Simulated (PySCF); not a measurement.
# XPS shifts beside NMR shieldings

Species: C3H5FS.
SMILES with atom numbers: `[CH3:1][S:2]/[CH:3]=[CH:4]\[F:5]`

Binding energies: delta-SCF UKS SCAN, pcX-2 on the ionised atom, pcseg-1 elsewhere, spin-free X2C (PySCF). Shieldings: GIAO PBE0/pcSseg-1, non-relativistic, same geometry.

```tsv
atom	C 1s (eV)
C1	291.43
C3	291.15
C4	292.33
```

Task: What are the absolute isotropic shieldings of these atoms?

Result: 
```
atom         environment  C 1s (eV)  isotropic shielding (ppm)
  C3    alkene CH carbon     291.15                       72.4
  C1     S-methyl carbon     291.43                      165.3
  C4  vinylic C–F carbon     292.33                       30.9
```

Task: Among the listed atoms, is the one with the highest binding energy also the least shielded?

Result: Yes: C4 has both (292.33 eV, 30.9 ppm).

By binding energy: C3 < C1 < C4. By shielding: C4 < C3 < C1.

One conformer (not necessarily the lowest) at the PBE0-D3(BJ)/def2-SVP geometry, without solvent, vibrations or thermal averaging.

Shape of the structure used: `[CH3:1][S:2]/[CH:3]=[CH:4]\[F:5]`: C1–S2–C3–C4 2°.
